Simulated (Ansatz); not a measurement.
# One shape, several levels: CHF (SMILES [CH]F)

Aim: a comparison of 6 runs (HF/STO-3G, BLYP/STO-3G, UPBE0/STO-3G, revPBE/STO-3G, wB97M-V/STO-3G, CCSDT/STO-3G) of CHF. 

The results are computed with Ansatz 0.2.0.

55 further runs of the same task are left out: 6 that didn't finish, 49 set aside as unsound or not needed.

## Step 1: The molecule

CHF has 3 atoms, charge 0, and is taken as a singlet. SMILES: `[CH]F`. The F2–C1 distance was set to 3.289 Å, away from the relaxed value. At this shape a bond of the SMILES string is far longer than usual.

Bond lengths: C1–H3 1.069 Å.

## Step 2: The energy at HF/STO-3G (run 1)

The input, input.yaml:

```yaml
crystal:
  periodic: [false, false, false]
  atoms:
    - {symbol: C, position_ang: [-1.774714, -0.881047, -1.061165]}
    - {symbol: F, position_ang: [0.969610, -0.011280, 0.530170]}
    - {symbol: H, position_ang: [-2.488054, -0.151387, -1.378595]}
basis:
  gaussian: {orbitals: STO-3G}
hamiltonian: {xc: hf}
accuracy: high
```

Launch:

```bash
$ ansatz run input.yaml --threads 1 --pin off --max-ram 2610MiB --events-out events.jsonl --progress --plain --runs-dir runs
```

The log of the run:

```text
Warning: RAYON_NUM_THREADS=1 ignored (pool sized by the plan → 1); use --threads N
Functional definition: HF
  name "HF"
  exchange = exact_x
  correlation = 0
155 factors; integrals over basis functions are off by at most 2.7e-8 eV
mean field evaluation 1: about -3678.7131 eV, gradient 1.2e1 eV
mean field evaluation 2: about -3678.7141 eV, gradient 1.2e1 eV
mean field evaluation 4: about -3678.9409 eV, gradient 9.4e0 eV
mean field evaluation 8: about -3679.1413 eV, gradient 6.9e0 eV
mean field evaluation 16: about -3685.4606 eV, gradient 2.7e-4 eV
mean field evaluation 32: about -3678.5740 eV, gradient 2.7e1 eV
mean field evaluation 64: about -3685.4021 eV, gradient 1.1e0 eV
mean field evaluation 96: about -3679.0269 eV, gradient 8.3e0 eV
mean field -3685.46055040 eV, -135.4381771321 hartree, gradient 2.1e-8 eV, S^2 0.000000; 2 other end points of the search recorded, 0 dependent functions left out
reference -3685.46055040 eV, -135.4381771321 hartree; 8, 8 occupied and 3, 3 virtual orbitals, 155 factors
Total energy: -3685.46055040 eV, -135.4381771321 hartree
```

Run time: 0.1 s. Hardware: 1 thread of Arm Neoverse V1, shared host.

## Step 3: The energy at BLYP/STO-3G (run 2)

The input, in.yaml:

```yaml
crystal:
  periodic: [false, false, false]
  atoms:
    - symbol: C
      position_ang: [-1.774714, -0.881047, -1.061165]
    - symbol: F
      position_ang: [0.969610, -0.011280, 0.530170]
    - symbol: H
      position_ang: [-2.488054, -0.151387, -1.378595]
basis:
  gaussian:
    orbitals: STO-3G
hamiltonian:
  xc: {name: BLYP}
accuracy: high
```

Launch:

```bash
$ ansatz run in.yaml --threads 1 --pin off --max-ram 2610MiB --events-out events.jsonl --progress --plain --runs-dir runs
```

The log of the run (excerpt; [...] marks lines left out):

```text
Warning: RAYON_NUM_THREADS=1 ignored (pool sized by the plan → 1); use --threads N
Functional definition: BLYP
  name "BLYP"
[...]
155 factors; integrals over basis functions are off by at most 2.7e-8 eV
[...]
mean field -3704.54439721 eV, -136.1394955672 hartree, gradient 2.9e-8 eV, S^2 0.000000; 10 other end points of the search recorded, 0 dependent functions left out
reference -3704.54442281 eV, -136.1394965080 hartree; 8, 8 occupied and 3, 3 virtual orbitals, 155 factors
Total energy: -3704.54442281 eV, -136.1394965080 hartree
```

It took 2.3 s on 1 thread of Arm Neoverse V1, shared host.

Runs 3 to 5 aren't shown in full; the table further down has their settings and results.

## Step 4: A single-point energy at CCSDT/STO-3G (run 6)

The input, run.yaml:

```yaml
crystal:
  periodic: [false, false, false]
  atoms:
    - symbol: C
      position_ang: [-1.774714, -0.881047, -1.061165]
    - symbol: F
      position_ang: [0.969610, -0.011280, 0.530170]
    - symbol: H
      position_ang: [-2.488054, -0.151387, -1.378595]
basis:
  gaussian: {orbitals: STO-3G}
total_charge: 0
correlation: {method: ccsdt, frozen_orbitals: {C: 1, F: 1, H: 0}}
accuracy: high
scf: {omitted_lower_state_checks: [cluster_reference, increment]}
```

Launch:

```bash
$ ansatz run run.yaml --threads 1 --pin off --max-ram 2610MiB --events-out events.jsonl --progress --plain --runs-dir runs
```

The log of the run:

```text
Warning: RAYON_NUM_THREADS=1 ignored (pool sized by the plan → 1); use --threads N
[... 16 lines left out ...]
2 core orbitals not correlated: weight in the atoms' cores, before any rotation towards them, 1.000 or more for the frozen orbitals, at most 0.000 for the correlated occupied ones
[... 176 lines left out ...]
WARN: these amplitudes may be one of several solutions (largest doubles amplitude 1.00, level shift 21.58 eV)
Total energy: -3695.09840573 eV, -135.7923617829 hartree
Checks for a lower state left out: cluster_reference, increment
```

Wall time 0.54 s (1 thread of Arm Neoverse V1, shared host).

## Step 5: Overview of the runs

```
run           level  frozen core orbitals  energy (Eh)  wall time
  1       HF/STO-3G                     –  -135.438177      0.1 s
  2     BLYP/STO-3G                     –  -136.139497      2.3 s
  3    UPBE0/STO-3G                     –  -136.120642      5.7 s
  4   revPBE/STO-3G                     –  -136.157134      2.6 s
  5  wB97M-V/STO-3G                     –  -136.102662      7.8 s
  6    CCSDT/STO-3G                     2  -135.792362     0.54 s
```

## Step 6: Outcome

| quantity | value |
| --- | --- |
| run 6: total energy | -135.79236 Eh |
| run 6: correlation energy (2 core orbitals frozen) | -354.2 mEh |
| run 6: T1 diagnostic | 0.083 |

Totals of different functionals can't be ranked against each other. In run 6 the log says that unrestricted orbitals would lower the reference, so the values rest on an unstable closed-shell determinant (other closed-shell runs at this shape may share the fault). In runs 1, 2, 3, 4, 5, 6 the basis is minimal, so the values are rough. In runs 1, 2, 4, 5 a closed-shell determinant meets a far-stretched bond, which it describes badly. Spin contamination of the reference: run 3 ⟨S²⟩ = 1.23. Where it is this large, the reference is a mixture of spin states, and values that rest on it are in doubt. All runs together took 19 s, the longest 7.8 s.
